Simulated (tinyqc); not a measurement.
Extended Hueckel theory, for NH3, step by step. Computed by tinyqc, a small Python program that keeps every step (integrals from PySCF). Settings: charge = 0, K = 1.5, weighted = 1, multiplicity = 1. Command: `OMP_NUM_THREADS=1 python tinyqc.py 29937 29938 out.jsonl` (the two numbers bound the seeds that draw the settings). One thread of a shared host (Intel(R) Xeon(R) Processor @ 2.60GHz), about 0.01 s of CPU time with the checks.

## Overlaps

Geometry (angstrom):
```
atom         x         y        z
N      0.00000   0.00000  0.33200
H      0.99200   0.00000  0.00000
H     -0.49600   0.85900  0.00000
H     -0.49600  -0.85900  0.00000
```

Parameters chosen for this run:
```
element  shell  Slater exponent  H_ii (eV)
N           2s          1.95000  -26.00000
N           2p          1.95000  -13.40000
H           1s          1.30000  -13.60000
```

Slater orbitals, each expanded in six Gaussians scaled to its exponent.

overlap S, lower triangle:
```
          1N 2s    1N 2px    1N 2py    1N 2pz    2H 1s    3H 1s    4H 1s
1N 2s   1.00000
1N 2px  0.00000   1.00000
1N 2py  0.00000   0.00000   1.00000
1N 2pz  0.00000   0.00000   0.00000   1.00000
2H 1s   0.46156   0.40844   0.00000  -0.13670  1.00000
3H 1s   0.46161  -0.20425   0.35373  -0.13672  0.16389  1.00000
4H 1s   0.46161  -0.20425  -0.35373  -0.13672  0.16389  0.16392  1.00000
```

## Wolfsberg-Helmholz matrix

diagonal H_ii (eV): 1N 2s -26.00000, 1N 2px -13.40000, 1N 2py -13.40000, 1N 2pz -13.40000, 2H 1s -13.60000, 3H 1s -13.60000, 4H 1s -13.60000

K = 1.50000

H_ij = K' S_ij (H_ii + H_jj)/2 for i != j (the diagonal keeps H_ii), with K' = K + D^2 + D^4 (1 - K), D = (H_ii - H_jj)/(H_ii + H_jj), K = 1.5.

H (eV), lower triangle:
```
            1N 2s     1N 2px     1N 2py     1N 2pz      2H 1s      3H 1s      4H 1s
1N 2s   -26.00000
1N 2px    0.00000  -13.40000
1N 2py    0.00000    0.00000  -13.40000
1N 2pz    0.00000    0.00000    0.00000  -13.40000
2H 1s   -14.56048   -8.27118    0.00000    2.76818  -13.60000
3H 1s   -14.56202    4.13620   -7.16329    2.76858   -3.34327  -13.60000
4H 1s   -14.56202    4.13620    7.16329    2.76858   -3.34327   -3.34406  -13.60000
```

## Orbitals

valence electrons = 8

Solve H C = S C e through S^(-1/2); fill by pairs from the bottom, a degenerate level sharing its electrons equally; each orbital has its largest coefficient positive (the first on a tie).

orbital energies (eV): -26.90342  -15.49589  -15.49579  -13.57414  -3.83485  -3.83395  8.89076

occupations: 2.00000  2.00000  2.00000  2.00000  0.00000  0.00000  0.00000

coefficients:
```
            MO1       MO2       MO3       MO4       MO5       MO6       MO7
1N 2s   0.82609   0.00001   0.00000   0.12360   0.00014   0.00000   1.14580
1N 2px  0.00001   0.62860   0.00000  -0.00001   1.01588   0.00000  -0.00023
1N 2py  0.00000   0.00000   0.62862   0.00000   0.00000   1.01588   0.00000
1N 2pz  0.02345   0.00001   0.00000   0.97034  -0.00005   0.00000  -0.38279
2H 1s   0.11607   0.45225   0.00000  -0.06172  -0.96623   0.00000  -0.71372
3H 1s   0.11609  -0.22611   0.39164  -0.06171   0.48295  -0.83673  -0.71405
4H 1s   0.11609  -0.22611  -0.39164  -0.06171   0.48295   0.83673  -0.71405
```

sum of one-electron energies = -142.93850 eV

Within a degenerate level the vectors are fixed only up to a rotation; this is one choice.

## Mulliken analysis

P = C n C^T; charge = valence electrons (N 5, H 1) minus the sum of (P S)_ii on the atom; overlap population = 2 sum P_ij S_ij between two atoms.

charges: 1N -0.84829, 2H 0.28275, 3H 0.28277, 4H 0.28277

Overlap populations:
```
pair      value
2-1    0.658662
3-1    0.658707
3-2   -0.055706
4-1    0.658707
4-2   -0.055706
4-3   -0.055718
```
